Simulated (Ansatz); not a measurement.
Basis-set extrapolation for `CC1(N)OCO1` (PBE0-D4/def2-TZVP geometry, frozen core, Ansatz 0.2.0). Multiplicity 1, RHF reference.

```json
{"": "HF", "def2-TZVPP": "-321.956780", "def2-QZVPP": "-321.971630"}
{"": "MP2 correlation", "def2-TZVPP": "-1.181898", "def2-QZVPP": "-1.267013"}
{"": "CCSD(T) correlation", "def2-TZVPP": "-1.262575", "def2-QZVPP": "not run"}
```

Energies in hartree. Use E(X) = E(∞) + A·exp(−7.88·√X) for Hartree–Fock and E(X) = E(∞) + B·X^(−2.97) for correlation, with X = 3 and 4, and add CCSD(T) minus MP2 of the smaller set to the MP2 limit.

Q: What is the CCSD(T) energy at the basis-set limit?

A: HF limit: -321.971630 + (-0.014850) × 0.13774 = -321.97368. MP2 limit: -1.267013 + (-0.085115) × 0.74074 = -1.33006. Higher-order term: -1.262575 − (-1.181898) = -0.08068. Total: -323.38442 hartree, 103.6 kcal/mol below CCSD(T)/def2-TZVPP.
